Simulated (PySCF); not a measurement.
**Bonding in fluoroethene**

Fluoroethene, C2H3F.
SMILES with atom numbers: `[CH2:1]=[CH:2][F:3]` (hydrogens: H4, H5 on C1; H6 on C2)

Cartesian coordinates in Å at the GFN2-xTB level; atoms count from 1:
```xyz
6
C2H3F angstrom
C      0.690   -0.117   -0.037
C     -0.617    0.027   -0.002
F     -1.195    1.167    0.406
H      1.128   -1.039   -0.367
H      1.349    0.678    0.262
H     -1.352   -0.713   -0.283
```

Bond orders from the PBE0/pcSseg-1 density (PySCF). Geometry: GFN2-xTB; no solvent, vibrations or thermal averaging.

How far do the computed orders between heavy atoms stray from the drawn ones?

The largest departure is 0.049, at C1–C2 (drawn double, 1.951).

Give the Mayer order of every bond, beside its length.

```csv
bond,drawn as,length (Å),Mayer order
C1–C2,double,1.314,1.951
C2–F3,single,1.342,0.959
C1–H4,single,1.073,0.949
C1–H5,single,1.075,0.946
C2–H6,single,1.081,0.966
```

Sum the orders of all bonds at each heavy atom with more than one neighbour and set the sums beside the valence in the SMILES.

C1 3.846 (drawn 4), C2 3.876 (drawn 4). Orders between atoms that aren't bonded are not in these sums.

The Mayer order sums products of elements of PS (density times overlap matrix) between the two atoms' basis functions, so it depends on the basis set.
